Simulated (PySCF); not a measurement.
From results back to the method.

Species: monofluorosilane, FH₃Si.
Bonds: F1–Si2. Hydrogens: H3, H4, H5 on Si2.

The closed-shell ground state was solved 3 times with PySCF (density fitting, gas phase), always in the aug-cc-pVTZ basis (165 functions), with these functionals: CAM-B3LYP, PBE0 and wB97X-D. Geometry: PBE0-D3(BJ)/def2-TZVP; no solvent, vibrations or thermal averaging.

| row | total energy (Eh) | HOMO (eV) | LUMO (eV) | dipole (D) |
| --- | --- | --- | --- | --- |
| P | -391.2238 | -11.25 | 0.25 | 1.35 |
| Q | -391.0144 | -9.79 | -0.44 | 1.31 |
| R | -391.2080 | -11.73 | 0.92 | 1.31 |

**Question.** Which functional belongs to which row?

**Answer.** P = CAM-B3LYP, Q = PBE0, R = wB97X-D. By rising HOMO–LUMO gap: PBE0 (global hybrid, 25 % exact exchange) 9.35 eV; CAM-B3LYP (range-separated hybrid) 11.50 eV; wB97X-D (range-separated hybrid) 12.65 eV. Total energies of different functionals aren't bounds to one another; each is stationary for its own functional.

Note: wB97X-D ran without an empirical dispersion term, which enters the total energy and its gradient alone.
